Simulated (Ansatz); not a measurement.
Computed with Ansatz.

A structure relaxed at PBE0-D4/def2-TZVP, charge 0, multiplicity 1:

```xyz
11

O     1.6959   -0.4232   -0.7245
C     0.5492    0.3997   -0.7461
C    -0.1017    0.3078    0.5995
C    -1.1857   -0.6320    0.8508
O    -1.4455    0.7506    0.6573
H     2.2022   -0.2655   -1.5238
H    -0.1734    0.0812   -1.5095
H     0.8126    1.4474   -0.9466
H     0.5203    0.6171    1.4380
H    -1.3567   -0.9992    1.8591
H    -1.5172   -1.2838    0.0460
```

Give its formula and SMILES.

C3H6O2, `OCC1CO1`.

Summarise the bond lengths by kind.

3 × C–O 1.412 to 1.420 Å; 1 × H–O 0.959 Å; 2 × C–C 1.456 to 1.498 Å; 5 × C–H 1.087 to 1.099 Å.
